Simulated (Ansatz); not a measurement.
Nb (bcc, W type): values from a third-order Birch-Murnaghan fit to a volume scan beside measured ones. Computed values: r2SCAN (plane waves to 500 eV, PAW, scalar-relativistic; Ansatz, an electronic-structure program). Nb is run without spin polarisation. Nb was relaxed with its symmetry unable to fall.

| quantity | reference | kind | r2SCAN | difference |
|---|---|---|---|---|
| Lattice constant a (Å) | 3.294 | measured, corrected to the static lattice | 3.304 | +0.3 % |
| Bulk modulus B₀ (GPa) | 173.2 | measured, corrected to the static lattice | 174 | +0.4 % |

For the lattice constant a it lies within 0.3 % of the reference. For the bulk modulus B₀ it lies within 5 % of the reference.

References as given in: Daniel Mejia-Rodriguez, S. B. Trickey, Physical Review B (2018), arXiv:1807.09216.

(A scan under strain: stresses follow from slopes of the energy per volume, elastic moduli from its curvatures.)
